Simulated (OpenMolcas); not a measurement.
# One shape, several levels: [NO2]+ (SMILES O=[N+]=O)

Aim: a comparison of 6 runs (HF/STO-3G, M06-2X/STO-3G, PBE/STO-3G, SVWN5/STO-3G, UB3LYP/STO-3G, CISD/STO-3G) of [NO2]+. 

The results are computed with OpenMolcas 26.06.

3 further runs of the same task are left out: 1 for a known fault of the program, 2 that didn't finish.

## 1. The system as given

The species is [NO2]+ (3 atoms), meant as a singlet with charge +1. As SMILES, `O=[N+]=O`. The N2–O3 distance was set to 1.665 Å, away from the relaxed value.

Bond lengths: O1–N2 1.110 Å. A long bond or contact: N2–O3 1.665 Å.

## 2. A single-point energy at HF/STO-3G (run 1)

calc.inp

```
&GATEWAY
BasLib=$CurrDir
Coord
3
angstrom
O       -0.859454       1.390478      -0.314361
N       -0.286484       0.463448      -0.104781
O        0.572990      -0.927010       0.209580
Basis=STO-3G
Group=NoSym
&SEWARD
&SCF
Charge=1
Thresholds=1e-10 1e-07 1e-07 1e-05
PrOrbitals=1 1
```

The basis set STO-3G is read from a file made from the Basis Set Exchange's data (not shown).

The run is started by

```
export MOLCAS_MEM=1860
pymolcas calc.inp > calc.log
```

The program printed:

```text
--- Start Module: gateway ---
[...]
--- Stop Module: gateway /rc=_RC_ALL_IS_WELL_ ---
--- Start Module: seward ---
[...]
      Basis functions           15
--- Stop Module: seward /rc=_RC_ALL_IS_WELL_ ---
--- Start Module: scf ---
[...]
       Convergence after  20 Iterations
[...]
::    Total SCF energy                               -200.8754885957
[...]
      Total spin, S                                     0.0000000000
[...]
      Total electronic charge=   22.000000
      Total            charge=    1.000000
[...]
      Dipole Moment (debye):
      Origin of the operator (angstrom)=   -0.1868    0.3023   -0.0683
                   X= -8.6851E-01               Y=  1.4051E+00               Z= -3.1767E-01           Total=  1.6821E+00
      Center of Charge (angstrom)
[...]
--- Stop Module: scf /rc=_RC_ALL_IS_WELL_ ---
[...]
```

Wall time 1.7 s (1 thread of Arm Neoverse V1, shared host); peak memory 0.37 GiB.

## 3. A single-point energy at M06-2X/STO-3G (run 2)

calc.inp

```
>>> EXPORT MOLCAS_PRINT=2

&GATEWAY
 BasLib
 $CurrDir
 Coord
 3
 angstrom
 O       -0.859454       1.390478      -0.314361
 N       -0.286484       0.463448      -0.104781
 O        0.572990      -0.927010       0.209580
 Basis
 STO-3G
 Group
 NoSym

&SEWARD
 GridInput
 Grid=UltraFine
 End of Grid

&SCF
 Charge
 1
 KSDFT
 M062X
 Thresholds
 1e-10 1e-07 1e-07 1e-05
 PrOrbitals
 1 1
```

The basis set STO-3G is read from a file made from the Basis Set Exchange's data (not shown).

The run is started by

```
export MOLCAS_MEM=1860
pymolcas calc.inp > calc.log
```

The program printed:

```text
--- Start Module: gateway ---
[...]
--- Stop Module: gateway /rc=_RC_ALL_IS_WELL_ ---
--- Start Module: seward ---
[...]
      Basis functions           15
--- Stop Module: seward /rc=_RC_ALL_IS_WELL_ ---
--- Start Module: scf ---
[...]
       Convergence after  17 Iterations
[...]
::    Total KS-DFT energy                            -201.8057474089
[...]
      Total spin, S                                     0.0000000000
[...]
      Total electronic charge=   22.000000
      Total            charge=    1.000000
[...]
      Dipole Moment (debye):
      Origin of the operator (angstrom)=   -0.1868    0.3023   -0.0683
                   X= -3.4205E-01               Y=  5.5339E-01               Z= -1.2511E-01           Total=  6.6248E-01
      Center of Charge (angstrom)
[...]
--- Stop Module: scf /rc=_RC_ALL_IS_WELL_ ---
[...]
```

Run time: 4.5 s. Hardware: 1 thread of Arm Neoverse V1, shared host; peak memory 0.37 GiB.

Runs 3 to 5 aren't shown in full; the table further down has their settings and results.

## 4. A single-point energy at CISD/STO-3G (run 6)

calc.input

```
* NO2 CISD

&GATEWAY
 BasLib=$CurrDir
 Coord
 3
 angstrom
 O       -0.859454       1.390478      -0.314361
 N       -0.286484       0.463448      -0.104781
 O        0.572990      -0.927010       0.209580
 Basis=STO-3G
 Group=NoSym

&SEWARD

&SCF
 Charge=1
 Thresholds=1e-10 1e-07 1e-07 1e-05
 PrOrbitals=1 1

&MOTRA
 Frozen=3

&GUGA
 Electrons=16
 Spin=1
 Inactive=8
 Active=0
 CIAll=1

&CPF
 SDCI
```

The basis set STO-3G is read from a file made from the Basis Set Exchange's data (not shown).

The run is started by

```
export MOLCAS_MEM=1860
pymolcas calc.input > calc.log
```

The program printed:

```text
--- Start Module: gateway ---
[...]
--- Stop Module: gateway /rc=_RC_ALL_IS_WELL_ ---
[...]
      Basis functions           15
[...]
       Convergence after  20 Iterations
[...]
::    Total SCF energy                               -200.8754885957
[...]
      Total spin, S                                     0.0000000000
[...]
      *** WARNING: Default frozen orbitals is overwritten by user input.
      *** Default values:   3
[...]
--- Start Module: guga ---
[...]
--- Stop Module: guga /rc=_RC_ALL_IS_WELL_ ---
--- Start Module: cpf ---
[...]
      Active orbitals                            0       0
[...]
      Spin quantum number                      0.0
[...]
     FINAL CI ENERGY          -201.09394030
     FINAL CORRELATION ENERGY   -0.21845170  REFERENCE ENERGY    -200.87548860
[...]
     REL. CI ENERGY           -201.09394030
[...]
      Total electronic charge=   22.000000
      Total            charge=    1.000000
[...]
      Dipole Moment (debye):
      Origin of the operator (angstrom)=   -0.1868    0.3023   -0.0683
                   X= -5.0364E-01               Y=  8.1483E-01               Z= -1.8422E-01           Total=  9.7547E-01
      Quadrupole Moment (debye*angstrom):
[...]
--- Stop Module: cpf /rc=_RC_ALL_IS_WELL_ ---
[...]
```

It took 1.8 s on 1 thread of Arm Neoverse V1, shared host; peak memory 0.37 GiB.

## 5. Overview of the runs

```csv
run,level,integration grid,scramble,energy (Eh),HOMO energy (eV),LUMO energy (eV),HOMO–LUMO gap (eV),wall time
1,HF/STO-3G,–,–,-200.875489,-19.59,-7.60,11.99,1.7 s
2,M06-2X/STO-3G,UltraFine,–,-201.805747,-17.65,-10.59,7.06,4.5 s
3,PBE/STO-3G,UltraFine,–,-201.671783,-15.22,-13.40,1.83,5.4 s
4,SVWN5/STO-3G,UltraFine,–,-200.345942,-15.23,-13.55,1.68,6.9 s
5,UB3LYP/STO-3G,UltraFine,0.25,-201.827324,-16.16,-12.03,4.12,16 s
6,CISD/STO-3G,–,–,-201.093940,-19.59,-7.60,11.99,1.8 s
```

## 6. What came out

| quantity | value |
| --- | --- |
| run 6: total energy | -201.09394 Eh |
| run 6: HOMO energy (Hartree–Fock orbitals) | -19.59 eV |
| run 6: LUMO energy (Hartree–Fock orbitals) | -7.60 eV |
| run 6: HOMO–LUMO gap (Hartree–Fock orbitals) | 11.99 eV |
| run 6: correlation energy (3 core orbitals frozen) | -218.5 mEh |

In words: Over runs 1, 2, 3, 4, 5 the HOMO–LUMO gap runs from 1.68 eV (SVWN5/STO-3G) to 11.99 eV (HF/STO-3G). Exact exchange widens orbital gaps. Totals of different functionals can't be ranked against each other. In runs 1, 2, 3, 4, 5, 6 the basis is minimal, so the values are rough. Spin contamination of the reference: run 5 ⟨S²⟩ = 0.45. All runs together took 36 s, the longest 16 s.
